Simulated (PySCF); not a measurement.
Isomers of CHNO, one conformer each; single-point electronic energies without zero-point terms and without any empirical dispersion term.

Computed with PySCF at wB97X-D/pcSseg-2, non-relativistic, each on one gas-phase PBE0-D3(BJ)/def2-TZVP geometry that isn't relaxed in the solvent. The solvent is an IEF-PCM continuum (Bondi radii, 1.10 Å for H, scaled by 1.2). Specific hydrogen bonds and non-electrostatic terms are outside this model.

```csv
isomer,"relative energy, gas (kJ/mol)",dipole (D)
`N=C=O`,0.0,2.18
`N#CO`,118.1,4.03
```

**Question.** How do the relative energies look in chloroform (ε = 4.711)?

**Answer.** 
```csv
isomer,"relative energy, solvent (kJ/mol)",E(solvent) − E(gas) (kJ/mol),dipole in solvent (D)
`N=C=O`,0.0,-13.9,2.54
`N#CO`,101.4,-30.6,4.80
```

The order is unchanged. `N#CO` gains most from the continuum, and it has the largest gas-phase dipole. The gains span 16.7 kJ/mol, the gas-phase energies 118.1 kJ/mol.
